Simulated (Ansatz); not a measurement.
Worked example: H$_{3}$Si–SiH$_{2}$⁺, singlet against H3Si–SiH2, doublet

Geometry (PBE0/def2-TZVP stationary point of a doublet), kept for both states (H3Si–SiH2, doublet: A'; H3Si–SiH2⁺, singlet: A'):

```
atom    x (Å)    y (Å)    z (Å)
  Si  -0.0305   0.0000   1.1383
  Si   0.0696   0.0000  -1.1851
   H   0.6628  -1.2107   1.6524
   H   0.6628   1.2107   1.6524
   H  -1.4280   0.0000   1.6551
   H  -0.4929  -1.2186  -1.8288
   H  -0.4929   1.2186  -1.8288
```

Basis cc-pVDZ; Ansatz 0.2.0. Correlated methods freeze the noble-gas cores. Prefix R: restricted or restricted open-shell reference; prefix U: unrestricted.

Full CI isn't at hand for all of this; UCCSDT(Q) serves as the reference, and is uncertain by about the last step of the cluster series.

```
    level  E(H3Si–SiH2, doublet) (hartree)  E(H3Si–SiH2⁺, singlet) (hartree)
      UHF                      -580.725090                       -580.434915
     UMP2                      -580.917533                       -580.617852
 UCCSD(T)                      -580.970960                       -580.671231
      PBE                      -581.607318                       -581.303259
     PBE0                      -581.673862                       -581.365763
UCCSDT(Q)                      -580.972406                       -580.672701
```

Question: Give the vertical gap, H3Si–SiH2⁺ singlet less H3Si–SiH2 doublet, at each level in eV (1 hartree = 27.2114 eV), and each error against UCCSDT(Q).

Answer: UCCSDT(Q): (-580.672701 − (-580.972406)) × 27.2114 = 8.155 eV (the reference)
PBE0: (-581.365763 − (-581.673862)) × 27.2114 = 8.384 eV, error 0.229 eV
PBE: (-581.303259 − (-581.607318)) × 27.2114 = 8.274 eV, error 0.119 eV
UCCSD(T): (-580.671231 − (-580.970960)) × 27.2114 = 8.156 eV, error 0.001 eV
UMP2: (-580.617852 − (-580.917533)) × 27.2114 = 8.155 eV, error 0.000 eV
UHF: (-580.434915 − (-580.725090)) × 27.2114 = 7.896 eV, error -0.259 eV

Total energies of functionals can't be set beside those of wave-function methods, since they hold the core's correlation and their own absolute errors; only the differences compare.

In so small a basis the reference is far from its limit while semilocal and hybrid functionals are nearer theirs, so the functionals' errors here hold much of the reference's basis and frozen-core error, which can add to them or hide them.

Each level lands on the state that its own search finds. T1 diagnostics of restricted CCSD: 0.017 and 0.015.
